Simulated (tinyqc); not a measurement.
Worked calculation: RKS/BP86 in the sto-3g basis, for H2F+, spin multiplicity 1. One step of it, computed by the program tinyqc.

Task: Iteration 2: DIIS coefficients. Solve [B -1; -1 0][c; lambda] = [0; -1] for the coefficients, which sum to one.

B (overlaps of the stored error matrices):
```
[[1.0260884e+00, -1.9878234e+00],
 [-1.9878234e+00, 5.9880596e+00]]
```

Give: DIIS coefficients.

Result:

DIIS coefficients: [0.7258, 0.2742]
